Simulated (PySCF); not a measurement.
Level of theory: TPSS-D3(BJ)/def2-TZVP // TPSS-D3(BJ)/def2-SVP (PySCF). Gas-phase values, no solvent. 

Reference species (SMILES): `[SH]` (neutral, multiplicity 2).

```json
{
 "highest_occupied_spin_orbital": "-6.25 eV",
 "dipole_moment": "0.87 D"
}
```

Changed species: `[CH3]` (free radical CH3; the reference has free radical SH).

Q: Give the shifts of the highest occupied spin orbital and dipole moment.

A: the highest occupied spin orbital rises by 0.75 eV, to -5.50 eV; the dipole moment falls by 0.87 D, to 0.00 D.
